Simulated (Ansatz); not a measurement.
Elements on the sites of an ideal bcc lattice, at a guessed lattice constant:

```
CELL_PARAMETERS angstrom
6.53902 0.00000 0.00000
0.00000 6.53902 0.00000
0.00000 0.00000 6.53902
ATOMIC_POSITIONS crystal
Ta 0.50000 0.00000 0.00000
Ta 0.00000 0.00000 0.50000
Ta 0.50000 0.50000 0.00000
Ta 0.50000 0.00000 0.50000
Ta 0.25000 0.75000 0.25000
Ta 0.25000 0.25000 0.75000
Ta 0.50000 0.50000 0.50000
Ta 0.75000 0.75000 0.25000
Ta 0.75000 0.25000 0.75000
Ta 0.75000 0.75000 0.75000
W 0.00000 0.00000 0.00000
W 0.00000 0.50000 0.00000
W 0.25000 0.25000 0.25000
W 0.75000 0.25000 0.25000
W 0.00000 0.50000 0.50000
W 0.25000 0.75000 0.75000
```

Cell and atoms were relaxed without symmetry on coarser meshes and computed once more. These are results of Ansatz, DFT PBE, scalar-relativistic, plane waves, PAW, not measurements.

Cutoff 420 eV; k points 5×5×5 on the computed 16-atom cell (Γ-centred); Gaussian smearing, width 0.10 eV; no spin polarisation.

The relaxation ran on 2×2×2 (shifted) and then 3×3×3 k points with a smearing of 0.1 eV, from sites shaken by 0.02 Å.

What does the relaxation give?

A volume of 17.37 Å³/atom and no gap on the mesh. It lies 0.05 eV/atom below the elements' standard states (static lattices, no corrections for gases). The atoms leave their sites by 0.03 Å (root mean square) and 0.04 Å at most, and the cell stretches by up to 0.2 % at fixed volume.

```yaml
crystal:
  lattice:
    - [6.53836, 0.00227, -0.00222]
    - [0.00223, 6.52057, 0.00580]
    - [-0.00218, 0.00581, 6.51965]
  atoms:
    - { symbol: Ta, position: [0.49825, 0.00105, 0.00188] }
    - { symbol: Ta, position: [0.00219, 0.00166, 0.49768] }
    - { symbol: Ta, position: [0.49802, 0.49703, 0.00232] }
    - { symbol: Ta, position: [0.49820, 0.00142, 0.49793] }
    - { symbol: Ta, position: [0.24403, 0.74723, 0.24759] }
    - { symbol: Ta, position: [0.24404, 0.25176, 0.75212] }
    - { symbol: Ta, position: [0.49825, 0.49746, 0.49829] }
    - { symbol: Ta, position: [0.75594, 0.74694, 0.24778] }
    - { symbol: Ta, position: [0.75594, 0.25157, 0.75241] }
    - { symbol: Ta, position: [0.75576, 0.74752, 0.75183] }
    - { symbol: W, position: [0.00159, 0.00098, 0.00149] }
    - { symbol: W, position: [0.00127, 0.49749, 0.00186] }
    - { symbol: W, position: [0.24446, 0.25102, 0.24832] }
    - { symbol: W, position: [0.75438, 0.25072, 0.24862] }
    - { symbol: W, position: [0.00160, 0.49785, 0.49836] }
    - { symbol: W, position: [0.24543, 0.74816, 0.75119] }
```

The final mesh leaves forces up to 0.05 eV/Å and stresses up to 0.9 GPa: the relaxation ran on a coarser mesh, so the cell's shape, its bonds and its energy belong partly to that mesh.

Spin-orbit coupling is left out, which matters for the bands of heavy elements.

Cost: 2 runs of about 7.5 core-minutes in all (earlier runs that led there not counted), on Intel Xeon Platinum 8259CL (Skylake/Cascade Lake) (shared hosts).